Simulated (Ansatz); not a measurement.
Geometry optimisation, Ansatz, RKS LDA/def2-TZVP.

Input file:

```yaml
crystal:
  periodic: [false, false, false]
  atoms:
    - { symbol: C, position_ang: [-0.8601, 0.607, -0.2413] }
    - { symbol: Si, position_ang: [0.302, -0.0554, 0.9407] }
    - { symbol: S, position_ang: [1.6235, -1.3422, -0.1299] }
    - { symbol: H, position_ang: [-1.4161, -0.1241, -0.7473] }
    - { symbol: H, position_ang: [-0.4079, 1.2264, -1.0524] }
    - { symbol: H, position_ang: [-1.6156, 1.3333, 0.2508] }
    - { symbol: H, position_ang: [2.4354, -1.713, 0.9336] }
basis:
  gaussian: { orbitals: def2-TZVP }
hamiltonian:
  xc: lda
relax:
  f_tol: 0.015
  max_steps: 40
output:
  orbitals: {}
```

Command:

```bash
$ ansatz run input.yaml --threads 2 --pin off --max-ram 3072MiB --backend cpu --events-out ev --progress --plain --runs-dir out
```

Problem. Where does it end, and by what steps?

Solution. The forces met the threshold. The force dipped under the threshold on the way, but the program's further checks kept it going. After 26 steps the energy has fallen by 0.359 eV; Si2 moved furthest, 0.47 Å.

| step | energy less start (eV) | largest force component (eV/Å) | accepted |
| --- | --- | --- | --- |
| 0 | 0.0000 | 2.979 | yes |
| 1 | -0.2667 | 1.428 | yes |
| 2 | -0.3285 | 0.634 | yes |
| 3 | -0.3483 | 0.181 | yes |
| 4 | -0.3506 | 0.032 | yes |
| 5 | -0.3507 | 0.006 | yes |
| 6 | -0.3507 | 0.019 | yes |
| 7 | -0.3508 | 0.059 | yes |
| 8 | -0.3507 | 0.130 | no |
| 9 | -0.3511 | 0.076 | yes |
| 10 | -0.3513 | 0.094 | yes |
| 11 | -0.3512 | 0.115 | no |
| 12 | -0.3521 | 0.061 | yes |
| 13 | -0.3530 | 0.167 | yes |
| 14 | -0.3538 | 0.156 | yes |
| 15 | -0.3570 | 0.066 | yes |
| 16 | -0.3498 | 0.278 | no |
| 17 | -0.3578 | 0.024 | yes |
| 18 | -0.3577 | 0.140 | no |
| 19 | -0.3583 | 0.023 | yes |
| 20 | -0.3585 | 0.035 | yes |
| 21 | -0.3585 | 0.085 | no |
| 22 | -0.3588 | 0.019 | yes |
| 23 | -0.3588 | 0.024 | yes |
| 24 | -0.3589 | 0.022 | yes |
| 25 | -0.3589 | 0.014 | yes |
| 26 | -0.3590 | 0.007 | yes |

```xyz
7
Properties=species:S:1:pos:R:3
C -0.807 0.621 -0.270
Si 0.604 0.306 0.946
S 1.246 -1.490 0.010
H -1.103 -0.220 -0.917
H -0.486 1.459 -0.919
H -1.693 0.993 0.275
H 2.300 -1.738 0.829
```

Whether the end is a true minimum wasn't checked by a vibrational analysis.

The run took 50 s on 2 threads of Arm Neoverse N1 (shared host), peak memory 0.2 GiB.
